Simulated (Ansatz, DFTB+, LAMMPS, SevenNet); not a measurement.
Ladder of methods for the elastic constant C11 of fcc Ir

Reference value: 590 GPa (measured, temperature not stated, not corrected to a static lattice; as tabulated in Mehl and Papaconstantopoulos (1996), arXiv:mtrl-th/9602003).

| level (code) | value (GPa) | cell (Å³/atom) |
|---|---|---|
| Lennard-Jones jacobson2022 (LAMMPS) | 888 | 14.04 |
| Lennard-Jones kanhaiya2021 (LAMMPS) | 436 | 14.03 |
| GFN1-xTB as cut by DFTB+ | 332 | 15.41 |
| SevenNet-0 | 370 | 14.58 |
| LDA (Ansatz) | 672 | 13.84 |
| PBE (Ansatz) | [?] | 14.50 |
| PBEsol (Ansatz) | [?] | 14.05 |
| r²SCAN (Ansatz) | [?] | 14.20 |
| HSE06 (Ansatz) | 670 | 13.99 |

Problem. Fill in the missing entries.

Solution. 
- PBE (Ansatz, a quantum-chemistry and plane-wave program), value (GPa): 584
- PBEsol (Ansatz), value (GPa): 646
- r²SCAN (Ansatz), value (GPa): 633

Differences against the reference: Lennard-Jones jacobson2022 +51 %, Lennard-Jones kanhaiya2021 -26 %, GFN1-xTB as cut by DFTB+ -44 %, SevenNet-0 -37 %, LDA +13.9 %, PBE -1.0 %, PBEsol +9.5 %, r²SCAN +7.3 %, HSE06 +13.6 %.

The reference's temperature isn't stated, so close values are not ranked against it. Off by more than 25 %, or 35 % on the side where a correction would as a rule narrow the miss (bounds picked here): Lennard-Jones jacobson2022 (+51 %), GFN1-xTB as cut by DFTB+ (-44 %), SevenNet-0 (-37 %), Lennard-Jones kanhaiya2021 (-26 %).

The measured value isn't corrected to a static lattice, so vibrations enter the comparison. A static lattice is as a rule stiffer than a warm one, by over a tenth in soft solids.  Density-functional levels without +SOC have no spin–orbit coupling. GFN1-xTB as cut by DFTB+: the method was fitted mainly to molecules. GFN1-xTB as cut by DFTB+: codes differ in how they cut the long-range tail of xTB's charge interaction in a crystal, so the value belongs to this code. HSE06: hybrids on metals are sensitive to the k mesh. HSE06: the run warned that the count of filled bands differs between k points. Each level is taken at its own relaxed cell. Cutoffs and k meshes differ between the levels. Ansatz's density-functional and Hartree–Fock values are scalar-relativistic unless marked +SOC, with PAW data made under PBE.

Empirical potentials (Lennard-Jones jacobson2022, Lennard-Jones kanhaiya2021) are fitted to chosen data: where that held the value shown, agreement is built in, and what lay outside the fit can be far off. Machine-learned potentials (SevenNet-0) are trained on DFT data: a solid inside that data is no test of them.

Differences are worked out from the printed values.
